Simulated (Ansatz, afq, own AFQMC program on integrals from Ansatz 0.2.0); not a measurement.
**Where AFQMC and coupled cluster stand for CHAlB, quartet**

```xyz
4

Al    0.0000    0.0147    0.9202
C     0.0000    0.5635   -0.8743
B     0.0000   -0.8119   -1.1938
H     0.0000    1.5999   -1.4108
```

Connectivity, by distances: Al–CH–B, closed to a ring.

Basis cc-pVDZ. Noble-gas cores (and the filled d shells of Ga–Kr and In–Xe) are frozen. Integrals, coupled cluster, full CI and functionals: Ansatz 0.2.0; the random walks run on the same integrals in our own AFQMC program. The CISD trial takes its coefficients from CCSD amplitudes. Released means that phaseless walkers are propagated on without the constraint, phases kept. ± is one standard error of the sampling.

Determinant: ROHF, the one that the program's search chose, which needn't be the lowest solution. The geometry is a point of a scan.

No full CI on the walks' own integrals is used here; CCSDT(Q) serves as the reference and is uncertain by about the last step of the cluster series.

Cautions: lower spins were not checked; a spin-contaminated unrestricted determinant lies lower (UHF 166 meV lower, ⟨S²⟩ 3.83).

* T1 diagnostic: 0.0339
* weight of the determinant in the CISD state: 0.845
* size of the correlated space: 11 electrons in 44 orbitals

| level | correlation energy (eV) |
| --- | --- |
| MP2 | -6.2608 |
| CCSD | -6.8455 |
| CCSD(T) | -7.2255 |

(1) Estimate where phaseless AFQMC with a CISD trial lies against CCSD(T) on the same integrals.

(1) 1.0 ± 1.7 kJ/mol below CCSD(T). The gap is under twice the noise, so this walk alone can't tell the two apart.

Reference: CCSDT(Q), correlation energy -7.295 eV. The released energy is read at 2.40 1/Eh (meV from the phaseless value at times in 1/Eh: -7 ± 17 at 0.24, -40 ± 18 at 0.51, -72 ± 21 at 0.99, -52 ± 23 at 1.62, -38 ± 33 at 2.40).

```csv
level,E − E(reference) (kJ/mol),share of correlation (%)
CCSD(T),6.7,99.05
CCSDT,3.3,99.53
ph-AFQMC/CISD,5.7 ± 1.7,99.19
released AFQMC,2.0 ± 3.1,99.72
```

A walk keeps the symmetry of its determinant, which the program's search chose and which needn't be the lowest solution, so a lower state of the same spin and another symmetry isn't excluded. Released energies are given only where the last usable release times agree within the noise; a slower fall can still hide under it.
